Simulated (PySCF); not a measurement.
# MgH₂: relaxation and vibrations of the singlet

Where does singlet MgH₂ go from a PBE0 minimum start, is the end point a minimum, and what are its modes, charges and moments?

Program: PySCF 2.14.0. Level of theory: PBE0, basis Mg def2-TZVP, H def2-TZVP, no relativity, density fitting. These are calculated values, not measurements.

## (1) The system as given

3 atoms, charge 0, spin multiplicity 1.

Bond lengths: Mg1–H2 1.706 Å, Mg1–H3 1.706 Å. Angles: H2–Mg1–H3 180.0°.

```xyz
3
charge 0 multiplicity 1
Mg    0.0000    0.0000    0.0000
H     0.0000    0.0000    1.7057
H     0.0000    0.0000   -1.7057
```

## (2) First SCF at the start

The steps below are one call of a driver around PySCF. For each, scf.py gives the equivalent set-up of the SCF; relaxations use the driver's own optimiser. After this first run the driver tries any further starts and a stability analysis.

File scf.py:

```python
from pyscf import gto, scf, dft
mol = gto.M(atom='''
Mg     0.000000     0.000000     0.000000
H     -0.000000    -0.000000     1.705690
H      0.000000     0.000000    -1.705690''',
    basis={'Mg': 'def2-TZVP', 'H': 'def2-TZVP'},
    charge=0, spin=0)
mf = dft.RKS(mol, xc='PBE0')
mf.grids.atom_grid = (50, 194)
aux = {'Mg': 'def2-universal-JKFIT', 'H': 'def2-universal-JKFIT'}
mf = mf.density_fit(auxbasis=aux)
mf.conv_tol = 1e-08
mf.diis_space = 10
mf.max_cycle = 60
mf.init_guess = 'minao'
mf.verbose = 4
mf.kernel()
```

Run with:

```
OMP_NUM_THREADS=2 python axn.py task.json out
```

Further steps of the session: Relaxing the singlet from the PBE0 minimum start; Frequencies.

What does the calculation give? Wanted: minimum; geometry; wavenumbers; dipole moment; highest occupied, lowest empty level; polar-tensor charge of Mg1; zero-point energy; atomisation energy.

The runs gave:

```
                                 quantity                             value
                                  minimum                      singlet, D∞h
                                 geometry  Mg–H 1.706 Å (×2); H–Mg–H 180.0°
                       wavenumbers (cm⁻¹)  452 (πu), 1606 (σg+), 1636 (σu+)
                            dipole moment                            0.00 D
     highest occupied, lowest empty level                   -7.21, -0.53 eV
               polar-tensor charge of Mg1                           +0.92 e
                        zero-point energy                       24.8 kJ/mol
                      entropy at 298.15 K                   194.3 J/(mol K)
atomisation energy (no zero-point energy)                        420 kJ/mol
```

The molecule stays D∞h, as typed, and the end point is a minimum. In the infrared the band at 452 cm⁻¹ (πu, bend) leads. Mg1 has a polar-tensor charge of +0.9 e (a dipole derivative, not a static charge), yet symmetry cancels the bond dipoles. Other starts or spin states, not run here, may lie lower.
